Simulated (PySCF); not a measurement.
**SF₅: calculation against measurement**

Isolated SF₅, optimised in PySCF with density fitting and no spin–orbit coupling; def2 sets carry scalar-relativistic core potentials from Rb on. It is a doublet of C4v symmetry: PBE0/def2-SVP S–F 1.571 Å, S–F 1.620 Å (×4).

Measured fundamentals (Jacox, Vibrational and Electronic Energy Levels of Polyatomic Transient Molecules, as compiled in the NIST Chemistry WebBook) beside computed harmonic wavenumbers, in cm⁻¹:

```csv
mode as compiled,computed symmetry,measured,medium,PBE0/def2-SVP
a1 eq. s-stretch,a1,891.7,neon matrix,921
a1 sf stretch,a1,553.8,neon matrix,538
e sf a-stretch,e,817.8,neon matrix,901
```

Q: How close does the calculation come?

A: Mean absolute differences: PBE0/def2-SVP 5.4 %. The mean ratio of measured to computed values at PBE0/def2-SVP is 0.968. Harmonic values should lie a little above fundamentals; matrices shift bands further, usually down by up to a few per cent.

Q: The tabulated gas-phase entropy at 298.15 K and 1 bar is 304.75 J/(mol K) (Chase, 1998, NIST Chemistry WebBook). What do rigid-rotor harmonic-oscillator sums give?

A: PBE0/def2-SVP 308.8 J/(mol K). Only the spin multiplicity enters the electronic part, so orbital degeneracy and low-lying levels are missing. Tables of this kind often rest on estimated structures and frequencies for high-temperature species, so a gap need not be the fault of the calculation.

Q: ΔfH°(298 K) is -908.45 kJ/mol (Chase, 1998, NIST Chemistry WebBook), and for the gaseous atoms S 277.2, F 79.3 kJ/mol (tabulated in the package mendeleev). Compare the atomisation enthalpy with the calculations.

A: From the tables it is 277.2 + 5 × 79.3 − (-908.5) = 1582 kJ/mol. To a computed De one adds −ZPE (-41.5), the atoms' spin–orbit lowering from NIST levels (-10.4) and the thermal terms (22.6), all taken at PBE0/def2-SVP.
| level | De (kJ/mol) | ΔatH°(298 K) | computed − tabulated |
| --- | --- | --- | --- |
| PBE0/def2-SVP | 1432 | 1403 | -179 |
